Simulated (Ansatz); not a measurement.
1T (CdI2-type) SnSe₂ was calculated with PBE (Ansatz, a first-principles code, plane waves, PAW).

Settings: plane-wave cutoff 520 eV, 12×12×6 k mesh (along the axes of the cell as run), Fermi–Dirac smearing 0.01 eV, scalar-relativistic PAW data made under PBE.

Response to compression and expansion:

Shape and atoms are relaxed at each volume.

```
V (Å³/atom)  P (GPa)  direct gap at Γ (eV)  smallest gap on the k mesh (eV)  c (Å)
-----------  -------  --------------------  -------------------------------  -----
28.930          0.23                 1.176                            0.676  6.699
29.533          0.10                 1.191                            0.682  6.831
30.135          0.01                 1.211                            0.693  6.964
30.738         -0.04                 1.235                            0.703  7.102
31.341         -0.05                 1.262                            0.716  7.240
```

The fundamental gap (0.68 eV at the equilibrium volume, with added k points) lies elsewhere than Γ–Γ.

Measured, for comparison: band gap 0.98 eV (temperature not stated, not corrected to a static lattice, indirect, our sources range from 0.98 to 1.06; as tabulated in Gonzalez and Oleynik (2016), arXiv:1609.04381).

Note: for a layered or molecular solid the relaxed cell lies over 5 % above the published volume, where the minimum can be shallow; the cell comes from a level without a dispersion term, which matters for the spacing of layers, chains or molecules; the bulk modulus comes from volumes at which shape and atoms were relaxed.

Spin–orbit coupling is not included.
